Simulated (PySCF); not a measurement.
Bond stretch in Li2, singlet.

Computed with: UHF/cc-pVDZ (PySCF); RHF/cc-pVDZ (PySCF); UKS-TPSSh = unrestricted TPSSh/cc-pVDZ run with PySCF 2.14.0; RKS-TPSSh = restricted TPSSh/cc-pVDZ (PySCF); UKS-PBE = unrestricted PBE/cc-pVDZ in PySCF; RKS-PBE = restricted PBE/cc-pVDZ (PySCF); UKS-wB97X-V = unrestricted wB97X-V/cc-pVDZ (PySCF); RKS-wB97X-V = restricted wB97X-V/cc-pVDZ run with PySCF 2.14.0.

Scanned distances (Å): 2.08, 2.20, 2.33, 2.46, 2.60, 2.65, 2.74, 2.83, 2.88, 3.02, 3.21, 3.41, 3.74, 4.07, 4.49, 4.91, 5.53, 6.10, 6.69, 7.37, 8.27.

Q: Where does the unrestricted solution first break spin symmetry (<S²> of 0.01 or more)?

A: UHF: already at 2.08 Å; UKS-TPSSh: already at 2.08 Å; UKS-PBE: between 3.21 and 3.41 Å; UKS-wB97X-V: between 3.74 and 4.07 Å.

```csv
R / Å,<S²> UHF,E(RHF) − E(UHF) / mEh,<S²> UKS-TPSSh,E(RKS-TPSSh) − E(UKS-TPSSh) / mEh,<S²> UKS-PBE,E(RKS-PBE) − E(UKS-PBE) / mEh,<S²> UKS-wB97X-V,E(RKS-wB97X-V) − E(UKS-wB97X-V) / mEh
2.08,0.56,5.7,0.11,0.1,0.00,0.0,0.00,0.0
2.20,0.51,4.3,0.01,0.0,0.00,0.0,0.00,0.0
2.33,0.45,3.1,0.00,0.0,0.00,0.0,0.00,0.0
2.46,0.39,2.3,0.00,0.0,0.00,0.0,0.00,0.0
2.60,0.34,1.5,0.00,0.0,0.00,0.0,0.00,0.0
2.65,0.32,1.3,0.00,0.0,0.00,0.0,0.00,0.0
2.74,0.29,1.0,0.00,0.0,0.00,0.0,0.00,0.0
2.83,0.33,1.4,0.00,0.0,0.00,0.0,0.00,0.0
2.88,0.36,1.7,0.00,0.0,0.00,0.0,0.00,0.0
3.02,0.44,2.7,0.00,0.0,0.00,0.0,0.00,0.0
3.21,0.54,4.6,0.05,0.0,0.00,0.0,0.00,0.0
3.41,0.64,7.1,0.16,0.4,0.05,0.0,0.00,0.0
3.74,0.76,12.3,0.30,1.5,0.24,0.5,0.00,0.0
4.07,0.84,18.2,0.42,3.1,0.42,1.5,0.55,1.8
4.49,0.91,26.3,0.54,5.5,0.62,3.4,0.80,7.5
4.91,0.95,34.3,0.64,8.2,0.78,5.9,0.91,14.6
5.53,0.98,45.0,0.74,12.2,0.92,9.9,0.97,25.4
6.10,0.99,53.5,0.80,15.5,0.98,13.3,0.99,34.5
6.69,1.00,60.8,0.84,18.2,0.99,16.1,1.00,42.4
7.37,1.00,67.7,0.86,20.5,1.00,18.3,1.00,49.7
8.27,1.00,74.7,0.88,22.3,1.00,20.0,1.00,57.0
```
